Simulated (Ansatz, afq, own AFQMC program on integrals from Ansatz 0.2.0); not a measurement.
AFQMC on a folder of integrals that Ansatz 0.2.0 wrote.

```yaml
crystal:
  periodic: [false, false, false]
  atoms:
    - {symbol: O, position_ang: [0.000000, 0.000000, 0.000000]}
basis:
  gaussian: {orbitals: cc-pVDZ}
magnetization: {spin_polarized: false}
correlation: {method: ccsd_t, electrons: outside_noble_gas, hamiltonian_folder: ham}
```

```sh
$ ansatz run in.yaml --threads 1 --pin off --events-out ev --progress --plain --max-ram 1382MiB
```

afq runs on the folder ham with

```
--method phaseless --trial cisd --walkers 200 --populations 1 --least-time 40 --time-step 0.005 --steps-per-block 50 --equilibration-blocks 28 --max-blocks 300 --target-error 0.00029 --factor-cut 1e-05 --seed 7712 --release-times 0.24,0.5,1,1.5 --release-step 0.02 --release-every 4 --taylor-order 6
```

Times are imaginary, in 1/Eh. The walk had a cap of 220 s.

```
orbitals 13  electrons 3 3  factors 70 of 71
reference energy -74.66527871 Eh
CCSD correlation -0.15396951 Eh in 10 cycles, weight of the determinant in the CISD state 0.8213
energy of the start -74.819248 Eh
 block  time / (1/Eh)  mean weight  energy / Eh
     1     0.250  0.9987  -74.818794
     2     0.500  1.0005  -74.819091
     3     0.750  1.0012  -74.819921
     4     1.000  1.0008  -74.820867
     5     1.250  0.9999  -74.820928
    10     2.500  0.9988  -74.821512
    29     7.250  1.0008  -74.824797
    37     9.250  1.0007  -74.824267
    49    12.250  0.9993  -74.830379
    69    17.250  1.0023  -74.830430
    89    22.250  0.9993  -74.827561
    93    23.250  1.0006  -74.837764
   109    27.250  0.9987  -74.835511
   129    32.250  0.9999  -74.829085
   149    37.250  1.0015  -74.827427
   169    42.250  1.0021  -74.829950
   189    47.250  1.0007  -74.834073
   197    49.250  1.0020  -74.827024
blocks merged  error / Eh  count
     1  0.000224  170
     2  0.000253  85
     4  0.000282  42
     8  0.000267  21
    16  0.000296  10
released: time / (1/Eh)  energy / Eh  error  mean overlap
  0.24  -74.830730  0.000438  0.9961
  0.50  -74.830950  0.000526  0.9862
  1.00  -74.832169  0.000574  0.9792
  1.50  -74.832117  0.000921  0.9705
energy -74.829650 +/- 0.000282 Eh
(rows thinned)
```

(1) Estimate how long the walk took on 1 thread of Intel(R) Xeon(R) Platinum 8259CL CPU @ 2.50GHz (Skylake/Cascade Lake), with other jobs on the host.

The run passed its tests (sampling time, drift between the halves within three errors, error under three times the target), which doesn't prove that it has relaxed.

Against this walk (error 7.7 meV) on the same determinant: CCSD(T) 80.7 meV higher, CCSDT(Q) 47.4 meV lower, CCSDTQ 46.9 meV lower, full CI (a separate run on its own orbitals, whose frozen core shifts it by up to a few meV) 47.7 meV lower. The error is statistical and leaves out the bias of the constraint. The released energies get too noisy after the second time (errors over twice the walk's own, or jumping) (meV from the phaseless value at times in 1/Eh: -29 ± 12 at 0.24, -35 ± 14 at 0.50, -69 ± 16 at 1.00, -67 ± 25 at 1.50), so they give no level. Full CI is exact here, so the walk's 48 meV above it is the walk's own error: the bias of the constraint with this trial. The determinant is a poor start (see the cautions), so the low cluster orders aren't to be relied on, and full CI is the sure value.

Cautions: constraint bias not in the error; another spin lies lower (by 2.14 eV); restricted determinant unstable towards unrestricted (UHF 2.44 eV lower, ⟨S²⟩ 1.01); strong correlation (T1 0.002, weight of the determinant 0.82, largest double 0.30); the determinant fills the p orbitals unequally in pairs, so it mixes two states of the atom (¹D and ¹S), and each level undoes that mixture to a different degree, while full CI gives the lower state; CCSDTQ on the UHF determinant differs (2.14 eV lower), perhaps since the unrestricted series falls towards higher spin; full CI with its own frozen core.

Results:

(1) 59 s of wall time.

CCSDT and higher add their correlation energy to the determinant of the CCSD(T) run, since their own runs factorise the integrals more tightly (a shift of under 2 meV).
